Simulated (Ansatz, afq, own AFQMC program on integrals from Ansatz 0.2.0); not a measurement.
**CH$_{2}$, singlet: AFQMC among the cluster methods**

```xyz
3

C     0.0000   -0.1050    0.0048
H     0.0000    0.6529   -0.9243
H     0.0000    0.5982    0.8669
```

Basis cc-pVDZ. Only valence electrons are correlated. AFQMC by an in-house program on the Cholesky factors that Ansatz 0.2.0 writes for its CCSD(T) run. The CISD trial takes its coefficients from CCSD amplitudes. Released means that phaseless walkers are propagated on without the constraint, phases kept. Error bars are statistical, one sigma.

Determinant: RHF, the one that the program's search chose, which needn't be the lowest solution. The geometry is a point of a scan.

Full CI on the same integrals is exact in this basis and with this determinant's frozen core.

Cautions: another spin lies lower; restricted determinant unstable towards unrestricted (UHF 479 meV lower, ⟨S²⟩ 0.70).

```
T1 diagnostic                               : 0.0095
weight of the determinant in the CISD state : 0.919
size of the correlated space                : 6 electrons in 23 orbitals
```

Reference: full CI, correlation energy -3.925 eV. The released energy is read at 2.40 1/Eh (meV from the phaseless value at times in 1/Eh: -4 ± 3 at 0.24, -5.1 ± 2.4 at 0.51, -3.9 ± 2.3 at 0.99, -6 ± 3 at 1.62, -1 ± 3 at 2.40).

```tsv
level	E − E(reference) (meV)	share of correlation (%)
HF	3924.8	0.00
MP2	887.2	77.40
CCSD	107.2	97.27
CCSD(T)	25.1	99.36
CCSDT	5.3	99.87
CCSDT(Q)	1.0	99.97
CCSDTQ	0.2	100.00
ph-AFQMC/CISD	3.5 ± 2.9	99.91
released AFQMC	2.2 ± 2.8	99.94
```

CCSDT and higher add their correlation energy to the determinant of the CCSD(T) run, since their own runs factorise the integrals more tightly (a shift of under 2 meV). A walk keeps the symmetry of its determinant, which the program's search chose and which needn't be the lowest solution, so a lower state of the same spin and another symmetry isn't excluded. Released energies are given only where the last usable release times agree within the noise; a slower fall can still hide under it.
